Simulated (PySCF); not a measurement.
## AlF(OH): from structure and modes to constants

Computed with PySCF, UPBE0, basis Al def2-TZVP, F def2-TZVP, O def2-TZVP, H def2-TZVP (no relativity, density fitting).

The doublet minimum has Cs symmetry. Masses (u): Al 26.98154, F 18.99840, O 15.99492, H 1.00782.

```xyz
4
charge 0 multiplicity 2, angstrom
Al   -0.4821    0.0000    0.0504
F     0.5625    0.0000    1.3349
O     0.0861    0.0000   -1.5425
H     1.0147    0.0000   -1.7775
```

Harmonic wavenumbers (cm⁻¹): 215.7 (a', ×1), 313.9 (a'', ×1), 578.2 (a', ×1), 769.1 (a', ×1), 900.0 (a', ×1), 3924.9 (a', ×1).

Question: What is the harmonic zero-point energy?

Answer: Half the sum of all 6 wavenumbers, 6702/2 = 3351 cm⁻¹, which is 40.1 kJ/mol (1 cm⁻¹ = 0.0119627 kJ/mol).

Question: Find the vibrational entropy and heat capacity at 298.15 K.

Answer: With u = 1.43878 ω/T, each mode gives S = R[u/(eᵘ−1) − ln(1−e⁻ᵘ)] and C = R u² eᵘ/(eᵘ−1)².
```
ω (cm⁻¹)       u  S (J/(mol K))  C (J/(mol K))
   215.7   1.041           8.35           7.60
   313.9   1.515           5.61           6.89
   578.2   2.790           2.04           4.51
   769.1   3.711           0.98           2.94
   900.0   4.343           0.58           2.09
  3924.9  18.940           0.00           0.00
```
The sums over all modes are S = 17.6 and C = 24.0 J/(mol K); the softest mode gives 48 % of the entropy.

This need not be the most stable arrangement of these atoms.
